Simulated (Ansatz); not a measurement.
CH2: shapes and states compared

Calculated in Ansatz's Gaussian-basis code. Basis cc-pVDZ, nonrelativistic, 1 orbital frozen in the corrections; active space CAS(6,6). Restricted Hartree–Fock, then the lowest state-specific CASSCF solution met for each case. On stretched bonds single-reference methods can fail or change state. Unlike active orbitals can shift such differences by tenths of an eV, at times by over 1 eV.

Case A, triplet:

```json
{"atom": "C", "x (Å)": "0.0000", "y (Å)": "0.0000", "z (Å)": "-0.1059"}
{"atom": "H", "x (Å)": "0.0000", "y (Å)": "1.0040", "z (Å)": "0.3178"}
{"atom": "H", "x (Å)": "0.0000", "y (Å)": "-1.0040", "z (Å)": "0.3178"}
```

Case B, triplet:

```xyz
3

C     0.0000    0.0000   -0.1144
H     0.0000    1.0843    0.3432
H     0.0000   -1.0843    0.3432
```

Case C, triplet:

```xyz
3

C     0.0000    0.0000   -0.0974
H     0.0000    0.9236    0.2923
H     0.0000   -0.9236    0.2923
```

Case D, singlet:

| atom | x (Å) | y (Å) | z (Å) |
| --- | --- | --- | --- |
| C | 0.0000 | 0.0000 | -0.1796 |
| H | 0.0000 | 0.8619 | 0.5389 |
| H | 0.0000 | -0.8619 | 0.5389 |

Case E, singlet:

```tsv
atom	x (Å)	y (Å)	z (Å)
C	0.0000	0.0000	-0.1940
H	0.0000	0.9308	0.5820
H	0.0000	-0.9308	0.5820
```

Case F, singlet:

```xyz
3

C     0.0000    0.0000   -0.1653
H     0.0000    0.7929    0.4958
H     0.0000   -0.7929    0.4958
```

Energy less that of case A, in eV:

```csv
case,RHF/ROHF,CASSCF
B,+0.304,+0.166
C,+0.265,+0.391
D,+1.102,+0.517
E,+1.391,+0.637
F,+1.324,+0.891
```

Task: Give the SC-NEVPT2 energies against case A.

Result: B: +0.195 eV; C: +0.372 eV; D: +0.565 eV; E: +0.711 eV; F: +0.919 eV.

Task: Which case is lowest, and do the methods agree?

Result: A is lowest in SC-NEVPT2. Of the methods shown, RHF/ROHF, CASSCF agree.
